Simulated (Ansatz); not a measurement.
`C[Si]O` + HCl → `O[Si]Cl` + CH₄ at 500 K and 1 bar (ligand exchange at the Si–C bond).

Program: Ansatz. Geometries: PBE0-D4/def2-TZVP. ΔE: electronic, gas phase. CCSD(T)/CBS is frozen-core, at the limit of the def2 triple- and quadruple-zeta sets. Each species was taken in one conformer, which may not be the lowest.

```csv
species,CCSD(T)/CBS energy (Eh),H − E (kJ/mol),S (J/(mol·K))
`C[Si]O`,-404.71104,161.9,333.3
HCl,-460.38167,32.5,201.9
`O[Si]Cl`,-824.69564,65.7,310.9
CH₄,-40.45885,135.6,206.8
```

H − E and S are ideal-gas, rigid-rotor, harmonic terms from PBE0-D4/def2-TZVP, for one conformer and one mirror image of each species. 1 Eh = 2625.50 kJ/mol, R = 8.31446 J/(mol·K).

**Question.** By hand: ΔE, ΔH, ΔS and ΔG.

**Answer.** ΔE = (-824.69564) + (-40.45885) − (-404.71104) − (-460.38167) = -0.06178 Eh = -162.2 kJ/mol. Δ(H − E) = 65.7 + 135.6 − 161.9 − 32.5 = 6.9, so ΔH = -155.3 kJ/mol. ΔS = 310.9 + 206.8 − 333.3 − 201.9 = -17.5 J/(mol·K). ΔG = -155.3 − 500 × (-17.5)/1000 = -146.6 kJ/mol.

**Question.** By hand: the equilibrium constant, and the temperature at which ΔG would vanish if ΔH and ΔS stayed fixed.

**Answer.** log₁₀ K = −ΔG/(RT ln 10) = 15.3. ΔG = 0 at ΔH/ΔS = 8874 K, far beyond where these terms or the molecules hold.

ΔH outweighs TΔS. A doubt of 5 kJ/mol in ΔE shifts log₁₀ K by 0.5 here. Other conformers and mirror images would add mixing entropy, several J/(mol·K) or more a flexible species. These are equilibria of isolated gas molecules and say nothing of rates. Largest T1 diagnostic: 0.014 (customary marks: 0.02 for closed shells, 0.045 for open ones).
